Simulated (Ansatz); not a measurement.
**Worked example: correlation energy of HB–NH⁺, doublet**

Geometry: that of the HB–NH, singlet, kept fixed.

```yaml
atoms:
  - { symbol: B, position_ang: [0.0000, 0.0000, 0.5713] }
  - { symbol: N, position_ang: [0.0000, 0.0000, -0.6613] }
  - { symbol: H, position_ang: [0.0000, 0.0000, 1.7429] }
  - { symbol: H, position_ang: [0.0000, 0.0000, -1.6528] }
```

Basis cc-pVTZ; Ansatz 0.2.0. Only valence electrons are correlated (noble-gas cores frozen), which leaves 9 electrons in 86 orbitals. R marks a restricted (for open shells ROHF) determinant, U an unrestricted one.

Full CI isn't at hand for all of this; UCCSDT(Q) serves as the reference, and is uncertain by the last step of the cluster series or more.

UCCSD has a T1 diagnostic of 0.014 and a largest doubles amplitude of 0.06.

Runs differ by some tens of microhartree through their thresholds and, for an open shell, their frozen cores, so steps under 0.03 kcal/mol mean nothing.

```json
{"level": "UHF", "total energy (hartree)": "-79.973679"}
{"level": "UMP2", "total energy (hartree)": "-80.204725"}
{"level": "UCCSD", "total energy (hartree)": "-80.228295"}
{"level": "UCCSD(T)", "total energy (hartree)": "-80.236580"}
{"level": "UCCSDT", "total energy (hartree)": "-80.237299"}
{"level": "UCCSDT(Q)", "total energy (hartree)": "-80.237628"}
```

Task: What is the correlation energy at UCCSDT(Q), and what share of it do UMP2 and UCCSD recover?

Result: E(corr) = -80.237628 − (-79.973679) = -0.263949 hartree = -7.182 eV. UMP2: -0.231046 / -0.263949 = 87.53 %. UCCSD: -0.254616 / -0.263949 = 96.46 %.

Task: By how many kcal/mol does UCCSD(T) miss UCCSDT(Q) (1 hartree = 627.509 kcal/mol), and which steps make up the rest?

Result: -80.236580 − (-80.237628) = 0.001048 hartree = 0.66 kcal/mol. Steps: UCCSDT − UCCSD(T) = -0.45, UCCSDT(Q) − UCCSDT = -0.21 kcal/mol. That is within 1 kcal/mol of the reference in this basis, which itself misses far more of the correlation at the basis-set limit.
